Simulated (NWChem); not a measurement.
Molecule: tetrafluoroethylene (C2F4); SMILES FC(F)=C(F)F

All runs: NWChem. Pople sets run with spherical d functions. STO-3G and 3-21G are far too small for this property and stand as cheap habits. All runs use the structure optimised with PBE-D3(BJ)/def2-SVP. Vertical excitations in the gas phase; the lowest state need not have the same character in each row.

| level | basis functions | lowest excitation, singlet (eV) | oscillator strength of that lowest state | lowest state with f > 0.02, singlet (eV) | oscillator strength of that bright state | orbital gap (eV) | relative time |
|---|---|---|---|---|---|---|---|
| CAM-B3LYP/3-21G, TDA | 54 | 7.12 | 0.000 | 9.05 | 0.616 | 10.38 | 1 |
| CAM-B3LYP/6-31G*, TDA | 84 | 7.06 | 0.000 | 9.00 | 0.606 | 10.65 | 3 |
| CAM-B3LYP/6-31+G*, TDA | 108 | 6.52 | 0.031 | 6.52 | 0.031 | 9.83 | 10 |
| CAM-B3LYP/def2-SVP, TDA | 84 | 7.12 | 0.000 | 9.00 | 0.625 | 10.63 | 3 |

The last column is a rough cost ratio, cheapest run = 1.
